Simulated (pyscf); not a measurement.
This saddle point was located with ωB97X-D3(BJ)/def2-SVP in PySCF.

```
N
C 1 1.4490
H 2 1.1003 1 109.92
H 2 1.1085 3 107.44 1 122.36
H 2 1.1087 3 108.24 4 115.62
C 1 1.4491 2 114.31 3 -177.15
H 6 1.1004 1 109.92 2 176.79
H 6 1.1084 7 107.44 1 -122.39
H 6 1.1087 7 108.18 8 -115.63
H 1 1.3756 2 116.35 3 -38.62
N 10 1.3173 1 142.23 2 111.84
H 11 1.0144 10 116.19 1 178.55
Ti 11 1.7377 12 170.67 10 177.23
N 13 1.8910 11 114.09 12 73.21
H 14 1.0169 13 126.02 11 -0.26
H 14 1.0191 15 108.92 13 173.30
N 13 1.8913 11 114.37 12 -66.80
H 17 1.0170 13 125.98 11 0.23
H 17 1.0191 18 108.90 13 -173.29
```
Charge 0, spin multiplicity 1.

Surface: singlet, charge 0. Lowest wavenumbers (cm⁻¹): 1738i, 19, 114, 118, 166.

Q: Which two sides does it connect, and which bonds change?

A: H₃C–N(CH₃)–Ti(NH₂)(NH₂)–NH₂ <-> HN=Ti(NH₂)–NH₂ + H₃C–NH–CH₃, an elimination read from left to right: N–Ti, H–N broken and H–N formed. At ωB97M-D3(BJ)/def2-TZVP it lies +161.8 kJ/mol from the left side and -46.3 kJ/mol from the right (each side as separated species at their lowest minima found). On the reactant side the descent ends in a point that may be a rotor saddle (no frequency run), 5.5 kJ/mol over the lowest minimum found and 159.8 kJ/mol under the saddle at ωB97X-D3(BJ)/def2-TZVP. On the product side the descent ends in an adduct with a N–Ti contact (not fully relaxed), 162.1 kJ/mol under the separated species and 101.6 kJ/mol under the saddle at ωB97X-D3(BJ)/def2-TZVP. At ωB97M-D3(BJ) the saddle lies under the separated products, which points to a path from their complex (located at ωB97X-D3(BJ) alone), and parting the products costs more than the saddle. What is counted as broken (N–Ti) persists as a longer contact in the product adduct; parting that adduct is a step of its own. At the saddle there is also a short H–Ti contact that neither side keeps. H₃C–NH–CH₃ lies 32.8 kJ/mol over its isomer H₃C–CH₂–NH₂ (electronic energy, ωB97M-D3(BJ)/def2-TZVP). This is the saddle that the search found; another between the same sides may lie lower.
